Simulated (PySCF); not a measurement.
**Reproducing measurements on isobutene**

**Measured values to compare with.**

From NIST CCCBDB Release 22 (SRD 101), experimental dipoles, for the gas: dipole moment 0.503 ± 0.009 D.

From NIST CCCBDB Release 22 (SRD 101), experimental polarizabilities, for the gas: mean polarisability 7.88 Å³.

Chong, Molecules 2021, 26, 1947 (electron spectra of vapor-phase indole and four azaindoles) lists, for the gas: C 1s binding energy of C1 289.83 eV; C 1s binding energy of C2 290.65 eV; C 1s binding energy of C3/C4 290.69 eV.

The runs below try to reproduce these values; the comparison stands at the end.

Isobutene, C₄H₈.
Atom-mapped SMILES: `[CH2:1]=[C:2]([CH3:3])[CH3:4]` (hydrogens: H5, H6 on C1; H7, H8, H9 on C3; H10, H11, H12 on C4)

Structure used (GFN2-xTB), in Å, numbered top down from 1:
```xyz
12
C4H8 angstrom
C      1.3567   -0.5940    0.4212
C      0.1919   -0.0839    0.0582
C     -1.1156   -0.7069    0.4443
C      0.0814    1.1594   -0.7713
H      2.2910   -0.1392    0.1382
H      1.4255   -1.4878    1.0178
H     -1.7164    0.0015    1.0143
H     -0.9628   -1.5991    1.0457
H     -1.6806   -0.9776   -0.4475
H      1.0625    1.5587   -1.0139
H     -0.4496    0.9468   -1.6988
H     -0.4829    1.9213   -0.2343
```

The PySCF runs (gas phase, on this GFN2-xTB geometry; non-relativistic but for the core-level run):

| level | job | basis functions |
| --- | --- | --- |
| PBE0/pcSseg-1 | shieldings, charges and field gradients | 108 |
| wB97X-D/def2-SVPD | 8 singlets by full TDDFT, 3 Tamm–Dancoff triplets, polarisability | 144 |
| B3LYP/pcJ-1 | spin–spin couplings from 12 perturbed nuclei, spin–dipole term left out | 188 |
| delta-SCF UKS SCAN, pcX-2 on the ionised atom, pcseg-1 elsewhere, spin-free X2C | ΔSCF core ionisation, 3 holes | 127 |

## Comparison

**Dipole moment.** Measured: 0.503 D (NIST CCCBDB Release 22 (SRD 101), experimental dipoles).

```json
{"level": "PBE0/pcSseg-1", "computed (D)": "0.566", "computed − measured (D)": "+0.063", "% (from the printed values)": "+13"}
{"level": "wB97X-D/def2-SVPD", "computed (D)": "0.558", "computed − measured (D)": "+0.055", "% (from the printed values)": "+11"}
{"level": "B3LYP/pcJ-1", "computed (D)": "0.535", "computed − measured (D)": "+0.032", "% (from the printed values)": "+6"}
```

Closest is B3LYP/pcJ-1 (+0.032 D), furthest PBE0/pcSseg-1 (+0.063 D); one molecule doesn't rank methods. All 3 levels lie above the measurement. The computed dipoles belong to one fixed geometry; measured ones are averaged over vibrations unless marked μe. Magnitudes are compared, not signs.

**Mean polarisability.** Measured: 7.88 Å³ (NIST CCCBDB Release 22 (SRD 101), experimental polarizabilities).

```json
{"level": "wB97X-D/def2-SVPD", "computed (Å³)": "7.52", "computed − measured (Å³)": "-0.36", "% (from the printed values)": "-5"}
```

The computed values are static and purely electronic, with core orbitals frozen in the response (1 au = 0.148185 Å³). The table of measured values doesn't say here whether a value is static or optical, or holds a vibrational part.

**Core binding energies.** PySCF 2.14.0, delta-SCF UKS SCAN, pcX-2 on the ionised atom, pcseg-1 elsewhere, spin-free X2C.

```csv
level and atom,computed (eV),measured (eV),computed − measured (eV)
"C 1s, C1",289.63,289.83,-0.20
"C 1s, C2",290.50,290.65,-0.15
"C 1s, C3/C4",290.63,290.69,-0.06
```

Sources, in the order of the opening: Chong, Molecules 2021, 26, 1947 (electron spectra of vapor-phase indole and four azaindoles). Against the first value of each row the mean signed difference is -0.14 eV and the largest in size -0.20 eV. The computed values are vertical, without vibrational structure; measured positions hang on the energy calibration. The first atom of each set that the bonding makes equivalent was ionised and stands for the set.

The geometry is computed, not the measured one. Where a level misses, the cause wasn't examined.
